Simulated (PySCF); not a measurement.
Write Cartesian coordinates for `Cn1cnnc1` as optimised with PBE0-D3(BJ)/def2-SVP.

```
atom  x, y, z in Å
C1    -1.3561    0.0419    0.4599
N2     0.0010   -0.0023   -0.0223
C3     0.7439   -1.0992   -0.3428
N4     1.9516   -0.7490   -0.6957
N5     2.0278    0.6043   -0.6081
C6     0.8642    1.0369   -0.2037
H7    -1.7788    1.0375    0.2729
H8    -1.9694   -0.6974   -0.0729
H9    -1.4059   -0.1655    1.5398
H10    0.3561   -2.1168   -0.3072
H11    0.5907    2.0778   -0.0334
```

Any rigid rotation of these coordinates is as good. Atoms count from 1 in this order. N2 (pyrrole-type nitrogen) is planar (angles 128.1°, 128.1° and 103.7°, sum 359.9°, 0.02 Å off the plane of its three neighbours). The 5-membered ring N2–C3–N4–N5–C6 has internal angles of 103.7° to 110.7° (sum 540°, against 540° for a flat polygon); it is planar, 0.00 Å rms from its mean plane, widest ring torsion 0°. The 6 heavy atoms lie in one plane (0.011 Å rms). The 5 C–N bonds span 1.306 Å (N5–C6, aromatic) to 1.441 Å (C1–N2, drawn single), a spread of 0.135 Å.

Bonds between heavy atoms (Å): C1–N2 1.441, N2–C3 1.363, C3–N4 1.306, N4–N5 1.358, N5–C6 1.306, N2–C6 1.363.

Theory: PySCF 2.14.0, PBE0-D3(BJ)/def2-SVP geometry optimisation, gas phase.

Point group: near Cs, missed by 0.23 Å at most; the miss may be what the optimiser left on a soft mode. Whether it is a minimum is left open (no frequencies).

On one thread of an Arm Neoverse V1, no GPU, shared host, this took 37 s of wall time and 0.45 GiB of memory at its peak. These figures are those of the optimisation.
